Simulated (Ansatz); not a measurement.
Consider a ladder of basis sets of BH₄NSi, SMILES B1N[SiH2]1 (the Python package of Ansatz (0.2.0)).

The script, `basis_bh4nsi.py`:
```python
'''How the energy of BH4NSi converges with the basis.'''

import warnings

import ansatz

XC = 'PBE0'

warnings.simplefilter('ignore', ansatz.DeckWarning)

geometry_ang = [
    ('B', (-0.8416, -0.6303, -0.3294)),
    ('N', (0.3089, 0.0362, -1.0621)),
    ('Si', (0.6651, 0.1492, 0.6136)),
    ('H', (-1.8967, -1.0506, -0.3594)),
    ('H', (0.0084, 0.9778, -1.3985)),
    ('H', (0.3191, 1.4166, 1.2964)),
    ('H', (1.4982, -0.967, 1.1938)),
]
molecule = ansatz.Crystal.molecule()
for symbol, xyz in geometry_ang:
    molecule = molecule.atom(symbol, xyz)

model = molecule.calculation().functional(XC)

energies = {}
for basis in ['STO-3G', '6-31G', '6-31G*', 'def2-SVP', 'def2-SVPD', 'def2-TZVP', 'def2-TZVPP']:
    report = model.basis(gaussian=basis).run().report
    size = report['n_frozen'] + report['n_occupied'][0] + report['n_virtual'][0]
    energies[basis] = (report['reference_energy_ev'] / 27.211386246, report['free_energy_ev'] / 27.211386246)
    print(f'{basis:14s} {size:4d} orbitals  reference {energies[basis][0]:14.6f} Ha  total {energies[basis][1]:14.6f} Ha')

last = energies['def2-TZVPP'][1]
for basis, (_, total) in energies.items():
    print(f'{basis:14s} lies {27.211386 * (total - last):9.4f} eV above def2-TZVPP')
```

How far does the total energy move along this ladder of basis sets?

Against STO-3G: 6-31G -4307.0 mHa, 6-31G* -4378.1 mHa, def2-SVP -4247.3 mHa, def2-SVPD -4255.6 mHa, def2-TZVP -4443.3 mHa and def2-TZVPP -4444.8 mHa. The last step alone is -1.47 mHa (these two sets differ little on atoms other than hydrogen).

The output:

Output of `python basis_bh4nsi.py`:
```text
STO-3G           23 orbitals  reference    -366.803905 Ha  total    -366.803905 Ha
6-31G            39 orbitals  reference    -371.110947 Ha  total    -371.110947 Ha
6-31G*           57 orbitals  reference    -371.182051 Ha  total    -371.182051 Ha
def2-SVP         66 orbitals  reference    -371.051211 Ha  total    -371.051211 Ha
def2-SVPD        96 orbitals  reference    -371.059554 Ha  total    -371.059554 Ha
def2-TZVP       123 orbitals  reference    -371.247215 Ha  total    -371.247215 Ha
def2-TZVPP      160 orbitals  reference    -371.248687 Ha  total    -371.248687 Ha
STO-3G         lies  120.9487 eV above def2-TZVPP
6-31G          lies    3.7481 eV above def2-TZVPP
6-31G*         lies    1.8132 eV above def2-TZVPP
def2-SVP       lies    5.3736 eV above def2-TZVPP
def2-SVPD      lies    5.1466 eV above def2-TZVPP
def2-TZVP      lies    0.0401 eV above def2-TZVPP
def2-TZVPP     lies    0.0000 eV above def2-TZVPP
```

Notes:
- The drop along the ladder measures the basis error, and is no property of the molecule.
- The geometry is a force-field or estimated start, not a minimum of this method, and the last set is no limit. Much of the fall in a total is atomic energy, which cancels in bond and reaction energies.
- Totals across families of basis sets mostly measure their core functions.
- Processor time in the engine: 7.3 s on 1 thread of Intel(R) Xeon(R) Processor @ 2.30GHz, with other jobs on the host, peak memory 0.35 GiB.
